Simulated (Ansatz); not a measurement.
Black phosphorus, treated with LDA (Ansatz, a first-principles code, plane waves, PAW).

Numerical settings: plane-wave cutoff 500 eV, 10×8×10 k mesh (along the axes of the cell as run), Fermi–Dirac smearing 0.05 eV, scalar-relativistic PAW data made under PBE.

Computed at the level's own relaxed cell.

Problem. Predict the volume per atom, lattice constant a, lattice parameter b and lattice parameter c.

Solution. 
volume per atom: 17.25 Å³/atom
lattice constant a: 3.313 Å
lattice parameter b: 10.162 Å
lattice parameter c: 4.099 Å

Measured, for comparison: equilibrium volume per atom 18.97 Å³/atom (temperature not stated, no zero-point or thermal correction; as tabulated in Appalakondaiah et al. (2012), arXiv:1211.3512). Computed (rounded) less measured: equilibrium volume per atom -9.1 %.

Computed values are for the static lattice.

Cost on a shared machine: around 2.3 core-minutes (rough).
